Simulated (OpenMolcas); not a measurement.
# Si2H5Cl (SMILES [SiH3][SiH2]Cl): a chain of runs

We compute a single-point energy (HF/ANO-RCC-MB), then a single-point energy (CASSCF(2,2)/ANO-RCC-VDZP), then the energy along one coordinate (CASPT2(2,2)/ANO-RCC-VDZP), then the energy along one coordinate (SC-NEVPT2(2,2)/ANO-RCC-VDZP), then an energy scan (MC-PDFT[tPBE](2,2)/ANO-RCC-VDZP) of Si2H5Cl. 

Program for the calculation: OpenMolcas 26.06.

### Step 1. Starting point

Si2H5Cl: 8 atoms, total charge 0, spin state singlet. As SMILES, `[SiH3][SiH2]Cl`. The coordinates come from a PBE0-D4/def2-TZVP relaxation.

Bond lengths: Si1–Si2 2.338 Å, Si2–Cl3 2.065 Å, Si1–H4 1.488 Å, Si1–H5 1.486 Å, Si1–H6 1.486 Å, Si2–H7 1.485 Å, Si2–H8 1.485 Å. Some angles: Si1–Si2–Cl3 108.7°, Si1–Si2–H7 111.9°, Si1–Si2–H8 111.8°, Cl3–Si2–H7 107.7°, Cl3–Si2–H8 107.7°, Si2–Si1–H4 109.6°, Si2–Si1–H5 109.6°, Si2–Si1–H6 109.6°, H7–Si2–H8 108.8°, H4–Si1–H5 109.3°.

### Step 2. The energy at HF/ANO-RCC-MB (DKH2) (run 1)

File mol.xyz:

```xyz
8

Si    -0.706500     0.881800    -0.390300
Si     0.573400    -0.938800     0.325900
Cl     2.431600    -0.252900     0.908000
H     -2.053000     0.410100    -0.813000
H     -0.034300     1.540700    -1.540000
H     -0.854500     1.855700     0.722100
H     -0.041800    -1.622800     1.491400
H      0.777200    -1.930900    -0.759900
```

File step1.inp:

```
* ClH5Si2 Hartree-Fock

&GATEWAY
  Coord = mol.xyz
  Basis = ANO-RCC-MB
  Group = NoSym

&SEWARD

&SCF
  PrOrbitals = 0

&LOCALISATION
  Occupied
  Freeze
  Pipek-Mezey

&LOCALISATION
  FileOrb = $Project.LocOrb
  Virtual
  Pipek-Mezey
```

Run with:

```console
$ export MOLCAS_MEM=1860
$ pymolcas step1.inp > step1.log
```

Output:

```text
--- Start Module: gateway ---
[...]
--- Stop Module: gateway /rc=_RC_ALL_IS_WELL_ ---
[...]
      Basis functions           32
[...]
       Convergence after   8 Iterations
[...]
::    Total SCF energy                              -1042.7475457993
[...]
      Total spin, S                                     0.0000000000
[...]
      Total electronic charge=   50.000000
      Total            charge=   -0.000000
[...]
      Dipole Moment (debye):
      Origin of the operator (angstrom)=    0.8241   -0.1061    0.3027
                   X= -2.2373E+00               Y= -4.3638E-01               Z= -7.5363E-01           Total=  2.4008E+00
      Quadrupole Moment (debye*angstrom):
[...]
--- Start Module: localisation ---
[...]
--- Stop Module: localisation /rc=_RC_ALL_IS_WELL_ ---
--- Start Module: localisation ---
[...]
--- Stop Module: localisation /rc=_RC_ALL_IS_WELL_ ---
[...]
```

It took 4.5 s on 1 thread of Arm Neoverse N1, shared host; peak memory 0.41 GiB.

### Step 3. A single-point energy at CASSCF(2,2)/ANO-RCC-VDZP (DKH2, RICD fitting) (run 2)

mol.xyz is that of step 2.

File step2.input:

```
* ClH5Si2 CASSCF
&GATEWAY
COORD
mol.xyz
BASIS
ANO-RCC-MB
GROUP
NoSym
&SEWARD
&RASSCF
FILEORB
$CurrDir/step1.LocOrb
ALTER
2
1 22 25
1 26 29
SPIN
1
NACTEL
2 0 0
INACTIVE
24
RAS2
2
ORBLISTING
Nothing
>>> COPY $Project.RunFile RUNFIL1
>>> COPY $Project.RasOrb INPORB
&GATEWAY
COORD
mol.xyz
BASIS
ANO-RCC-VDZP
GROUP
NoSym
RICD
&SEWARD
>>> COPY $Project.RunFile RUNFIL2
&EXPBAS
&RASSCF
FILEORB
$Project.ExpOrb
SPIN
1
NACTEL
2 0 0
INACTIVE
24
RAS2
2
ORBLISTING
Nothing
ORBAPPEAR
Compact
```

Run with:

```console
$ export MOLCAS_MEM=1860
$ pymolcas step2.input > step2.log
```

Output:

```text
--- Start Module: gateway ---
[...]
--- Stop Module: gateway /rc=_RC_ALL_IS_WELL_ ---
[...]
      Basis functions           32
[...]
      Number of active orbitals                  2
[...]
      Spin quantum number                      0.0
[...]
      Active orbitals                            2
[...]
      Number of CSFs                             3
[...]
      Number of root(s) required                 1
[...]
      Convergence after  9 iterations
[...]
      printout of CI-coefficients larger than  0.05 for root  1
      energy=   -1042.761673
      conf/sym  11     Coeff  Weight
             1  20   0.99361 0.98726
             3  02  -0.11286 0.01274
      Natural orbitals and occupation numbers for root  1
      sym 1:   1.974524   0.025476
      ************************************************************************************************************************
      *                                                    Final results                                                     *
[...]
::    RASSCF root number  1 Total energy:  -1042.76167327
[...]
      Basis functions           79
[...]
--- Start Module: expbas ---
[...]
--- Stop Module: expbas /rc=_RC_ALL_IS_WELL_ ---
--- Start Module: rasscf ---
[...]
      Convergence after 14 iterations
[...]
      Natural orbitals and occupation numbers for root  1
      sym 1:   1.981004   0.018996
      ************************************************************************************************************************
      *                                                    Final results                                                     *
[...]
::    RASSCF root number  1 Total energy:  -1042.99149848
[...]
      Total electronic charge=   50.000000
      Total            charge=   -0.000000
[...]
      Dipole Moment (debye):
      Origin of the operator (angstrom)=    0.8241   -0.1061    0.3027
                   X= -1.6626E+00               Y= -3.0385E-01               Z= -5.6194E-01           Total=  1.7811E+00
      Quadrupole Moment (debye*angstrom):
[...]
--- Stop Module: rasscf /rc=_RC_ALL_IS_WELL_ ---
[...]
```

Wall time 14 s (1 thread of Arm Neoverse N1, shared host); peak memory 0.41 GiB.

### Step 4. The energy along one coordinate at CASPT2(2,2)/ANO-RCC-VDZP (DKH2, RICD fitting, ipea shift 0.25 Eh, pt2 variant SS) (run 3)

File step3.input:

```
>>> EXPORT MOLCAS_PRINT=2
>>> COPY $CurrDir/step2.RasOrb $Project.RasOrb
>>> ForEach K in (1, 2, 3, 4, 5, 6, 7, 8, 9)

&GATEWAY
 Coord
 $CurrDir/point$K.xyz
 Basis
 ANO-RCC-VDZP
 Group
 NoSym
 RICD

&SEWARD

&RASSCF
 FileOrb
 $Project.RasOrb
 Spin
 1
 Nactel
 2 0 0
 Inactive
 24
 Ras2
 2
 OrbListing
 Nothing
 OrbAppear
 Compact

&CASPT2
 Imaginary
 0.2
 Frozen
 15
>>> EndDo
```

Run with:

```console
$ export MOLCAS_MEM=1860
$ pymolcas step3.input > step3.log
```

Output (excerpt; [...] marks lines left out):

```text
[...]
      Basis functions           79
[...]
      Number of active orbitals                  2
[...]
      Spin quantum number                      0.0
[...]
      Active orbitals                            2
[...]
      Number of CSFs                             3
[...]
      Number of root(s) required                 1
[...]
      Convergence after 11 iterations
[...]
      Natural orbitals and occupation numbers for root  1
      sym 1:   1.986920   0.013080
      ************************************************************************************************************************
      *                                                    Final results                                                     *
[...]
::    RASSCF root number  1 Total energy:  -1042.98028810
[...]
      E2 (Variational):          -0.3331878897
[...]
::    CASPT2 Root  1     Total energy:  -1043.31347599
[...]
      Convergence after 11 iterations
[...]
      Natural orbitals and occupation numbers for root  1
      sym 1:   1.981006   0.018994
      ************************************************************************************************************************
      *                                                    Final results                                                     *
[...]
      Convergence after 11 iterations
[...]
      Natural orbitals and occupation numbers for root  1
      sym 1:   1.804284   0.195716
      ************************************************************************************************************************
      *                                                    Final results                                                     *
[...]
      Convergence after 10 iterations
[...]
      Natural orbitals and occupation numbers for root  1
      sym 1:   1.610851   0.389149
      ************************************************************************************************************************
      *                                                    Final results                                                     *
[...]
      Convergence after  9 iterations
[...]
::    RASSCF root number  1 Total energy:  -1042.86210272
[...]
::    CASPT2 Root  1     Total energy:  -1043.18685282
[...]
      Convergence after  8 iterations
[...]
::    RASSCF root number  1 Total energy:  -1042.85800972
[...]
      E2 (Variational):          -0.3242603632
[...]
::    CASPT2 Root  1     Total energy:  -1043.18227009
[...]
```

It took 87 s on 1 thread of Arm Neoverse N1, shared host; peak memory 0.084 GiB.

The scan, from its lowest point:

| H4–Si1 (Å) | energy (kJ/mol) |
| --- | --- |
| 1.339 | 26.5 |
| 1.488 | 0.0 |
| 1.637 | 13.8 |
| 1.860 | 68.1 |
| 2.158 | 156.1 |
| 2.530 | 249.5 |
| 2.976 | 320.0 |
| 3.571 | 358.9 |
| 4.464 | 371.0 |

### Step 5. The energy along one coordinate at SC-NEVPT2(2,2)/ANO-RCC-VDZP (DKH2, RICD fitting, pt2 variant SC-NEVPT2) (run 4)

File step4.inp:

```
* ClH5Si2 NEVPT2
>>> COPY $CurrDir/step2.RasOrb $Project.RasOrb
>>> ForEach K in (1, 2, 3, 4, 5, 6, 7, 8, 9)

&gateway
  coord = $CurrDir/point$K.xyz
  basis = ANO-RCC-VDZP
  group = NoSym
  ricd

&seward

&rasscf
  fileorb = $Project.RasOrb
  spin = 1
  nactel = 2 0 0
  inactive = 24
  ras2 = 2
  orblisting = Nothing
  orbappear = Compact

&caspt2
  sc-nevpt2
  frozen = 15
>>> EndDo
```

Run with:

```console
$ export MOLCAS_MEM=1860
$ pymolcas step4.inp > step4.log
```

Output (excerpt; [...] marks lines left out):

```text
[...]
      Basis functions           79
[...]
      Number of active orbitals                  2
[...]
      Spin quantum number                      0.0
[...]
      Active orbitals                            2
[...]
      Number of CSFs                             3
[...]
      Number of root(s) required                 1
[...]
      Convergence after 11 iterations
[...]
      Natural orbitals and occupation numbers for root  1
      sym 1:   1.986920   0.013080
      ************************************************************************************************************************
      *                                                    Final results                                                     *
[...]
::    RASSCF root number  1 Total energy:  -1042.98028810
[...]
      E2 (Variational):          -0.3283773388
[...]
::    SC-NEVPT2 Root  1     Total energy:  -1043.30864432
[...]
      Convergence after 11 iterations
[...]
      Natural orbitals and occupation numbers for root  1
      sym 1:   1.981006   0.018994
      ************************************************************************************************************************
      *                                                    Final results                                                     *
[...]
      Convergence after 11 iterations
[...]
      Natural orbitals and occupation numbers for root  1
      sym 1:   1.804284   0.195716
      ************************************************************************************************************************
      *                                                    Final results                                                     *
[...]
      Convergence after 10 iterations
[...]
      Natural orbitals and occupation numbers for root  1
      sym 1:   1.610851   0.389149
      ************************************************************************************************************************
      *                                                    Final results                                                     *
[...]
      Convergence after  9 iterations
[...]
::    RASSCF root number  1 Total energy:  -1042.86210272
[...]
::    SC-NEVPT2 Root  1     Total energy:  -1043.18552727
[...]
      Convergence after  8 iterations
[...]
::    RASSCF root number  1 Total energy:  -1042.85800972
[...]
      E2 (Variational):          -0.3231860900
[...]
::    SC-NEVPT2 Root  1     Total energy:  -1043.18119581
[...]
```

It took 86 s on 1 thread of Arm Neoverse N1, shared host; peak memory 0.084 GiB.

The scan, from its lowest point:

```csv
H4–Si1 (Å),energy (kJ/mol)
1.339,28.1
1.488,0.0
1.637,12.5
1.860,65.5
2.158,152.0
2.530,244.3
2.976,313.7
3.571,351.3
4.464,362.7
```

### Step 6. An energy scan at MC-PDFT[tPBE](2,2)/ANO-RCC-VDZP (DKH2, RICD fitting) (run 5)

File step5.inp:

```
>>> EXPORT MOLCAS_PRINT=2
>>> COPY $CurrDir/step2.RasOrb $Project.RasOrb
>>> ForEach K in (1, 2, 3, 4, 5, 6, 7, 8, 9)

&GATEWAY
  Coord = $CurrDir/point$K.xyz
  Basis = ANO-RCC-VDZP
  Group = NoSym
  RICD

&SEWARD

&RASSCF
  FileOrb = $Project.RasOrb
  Spin = 1
  Nactel = 2 0 0
  Inactive = 24
  Ras2 = 2
  OrbListing = Nothing
  OrbAppear = Compact

&MCPDFT
  KSDFT = T:PBE
>>> EndDo
```

Run with:

```console
$ export MOLCAS_MEM=1860
$ pymolcas step5.inp > step5.log
```

Output (excerpt; [...] marks lines left out):

```text
--- Start Module: gateway ---
[...]
      Basis functions           79
[...]
      Number of active orbitals                  2
[...]
      Spin quantum number                      0.0
[...]
      Active orbitals                            2
[...]
      Number of CSFs                             3
[...]
      Number of root(s) required                 1
[...]
      Convergence after 11 iterations
[...]
      Natural orbitals and occupation numbers for root  1
      sym 1:   1.986920   0.013080
      ************************************************************************************************************************
      *                                                    Final results                                                     *
[...]
::    RASSCF root number  1 Total energy:  -1042.98028810
[...]
::    MCPDFT root number  1 Total energy:  -1044.36968420
[...]
      Convergence after 11 iterations
[...]
      Natural orbitals and occupation numbers for root  1
      sym 1:   1.981006   0.018994
      ************************************************************************************************************************
      *                                                    Final results                                                     *
[...]
      Convergence after 11 iterations
[...]
      Natural orbitals and occupation numbers for root  1
      sym 1:   1.804284   0.195716
      ************************************************************************************************************************
      *                                                    Final results                                                     *
[...]
      Convergence after 10 iterations
[...]
      Natural orbitals and occupation numbers for root  1
      sym 1:   1.610851   0.389149
      ************************************************************************************************************************
      *                                                    Final results                                                     *
[...]
      Convergence after  9 iterations
[...]
::    RASSCF root number  1 Total energy:  -1042.86210272
[...]
::    MCPDFT root number  1 Total energy:  -1044.23875364
[...]
      Convergence after  8 iterations
[...]
::    RASSCF root number  1 Total energy:  -1042.85800972
[...]
      Total electronic charge=   50.000000
      Total            charge=   -0.000000
[...]
::    MCPDFT root number  1 Total energy:  -1044.23475484
[...]
```

Run time: 97 s. Hardware: 1 thread of Arm Neoverse N1, shared host; peak memory 0.084 GiB.

The scan, from its lowest point:

```csv
H4–Si1 (Å),energy (kJ/mol)
1.339,28.0
1.488,0.0
1.637,12.1
1.860,64.7
2.158,152.5
2.530,249.9
2.976,328.1
3.571,371.8
4.464,382.3
```

### Step 7. Results

| quantity | value |
| --- | --- |
| run 1, HF/ANO-RCC-MB: total energy | -1042.74755 Eh |
| run 1, HF/ANO-RCC-MB: dipole moment | 2.40 D |
| run 1, HF/ANO-RCC-MB: HOMO energy | -11.77 eV |
| run 1, HF/ANO-RCC-MB: LUMO energy | 3.50 eV |
| run 1, HF/ANO-RCC-MB: HOMO–LUMO gap | 15.28 eV |
| run 2, CASSCF(2,2)/ANO-RCC-VDZP: total energy | -1042.99150 Eh |
| run 2, CASSCF(2,2)/ANO-RCC-VDZP: dipole moment (CASSCF density) | 1.78 D |
| run 3, CASPT2(2,2)/ANO-RCC-VDZP: lowest energy of the scan | -1043.32356 Eh |
| run 4, SC-NEVPT2(2,2)/ANO-RCC-VDZP: lowest energy of the scan | -1043.31935 Eh |
| run 5, MC-PDFT[tPBE](2,2)/ANO-RCC-VDZP: lowest energy of the scan | -1044.38035 Eh |

What this shows: Mulliken charges (run 1, HF/ANO-RCC-MB) run from -0.34 on Cl3 to +0.35 on Si2.
